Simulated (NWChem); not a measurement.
# Total energies of formamide (CH3NO)

SMILES: NC=O
```xyz
6

N     -0.1982    -1.0835     0.0000
C     -0.3131     0.2775     0.0000
O      0.6186     1.0642     0.0000
H      0.7326    -1.5054     0.0000
H     -1.0184    -1.6888     0.0000
H     -1.3967     0.6003     0.0000
```
Charge 0, spin multiplicity 1.

Program: NWChem. The geometry was optimised at PBE/def2-SVP, a minimum by its harmonic frequencies. It is one conformer; others weren't searched.

Basis set: cc-pVDZ (57 functions).

```
method                        total energy (Ha)
----------------------------  -----------------
RHF                                  -168.94553
MP2                                  -169.43077
B2PLYP                               -169.74157
PBE                                  -169.71128
B3LYP                                -169.90257
LC-wPBE (omega 0.3 per bohr)         -169.76247
CCSD(T)                              -169.46484
```

Total energies of different functionals aren't comparable as a measure of quality: only differences taken within one method are. 

The correlated methods keep 3 core orbitals frozen. B3LYP has NWChem's definition, with VWN1-RPA local correlation. No row is a measurement; the coupled-cluster row has its own basis-set and correlation limits.
